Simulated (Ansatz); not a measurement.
## PH, singlet: vertical spin and charge gaps

Geometry (PBE0/def2-TZVP stationary point for this spin):

```xyz
2

P     0.0000    0.0000    0.0000
H     0.0000    0.0000    1.4274
```

Basis aug-cc-pVDZ; Ansatz 0.2.0. Correlated methods freeze the noble-gas cores. Prefix R: restricted or restricted open-shell reference. Active spaces: valence = (6e, 5o) chosen from the atoms' valence shells.

Gaps are energies of the second state less the first, at fixed atoms, for a selection of the levels run; each method lands on the state that its own search finds for that charge and spin.

The determinant of the PH singlet fills πx and πy unequally, so it is a mixture of Σ and Δ, which weighs on every level built on one determinant.

Triplet less singlet: -1.132 eV at full CI (singlet A1, triplet A2, in C2v).

By full CI's occupations no single determinant describes the singlet well.

```csv
level,gap (eV),error (meV)
RHF,-1.838,-706
RMP2,-1.647,-515
RCCSD,-1.394,-262
RCCSD(T),-1.306,-174
BCCD(T),-1.309,-177
RCCSDT*,-1.143,-11
RCCSDT(Q)*,-1.126,6
CASSCF (valence space),-1.363,-231
MRCISD (valence space),-1.162,-30
MRCISD+Q (valence space),-1.131,1
```

An asterisk marks runs whose energy the program itself flagged as in doubt.

Removing an electron, to the doublet: 8.883 eV at full CI (singlet A1, doublet ion B1, in C2v).

By full CI's occupations no single determinant describes the singlet well.

```csv
level,gap (eV),error (meV)
RHF,7.802,-1081
RMP2,8.430,-453
RCCSD,8.598,-285
RCCSD(T),8.706,-177
BCCD(T),8.703,-180
RCCSDT*,8.870,-13
RCCSDT(Q)*,8.889,6
CASSCF (valence space),7.797,-1086
MRCISD (valence space),8.790,-93
MRCISD+Q (valence space),8.902,19
```

Full CI is exact within this basis and frozen core; it isn't the basis-set limit.
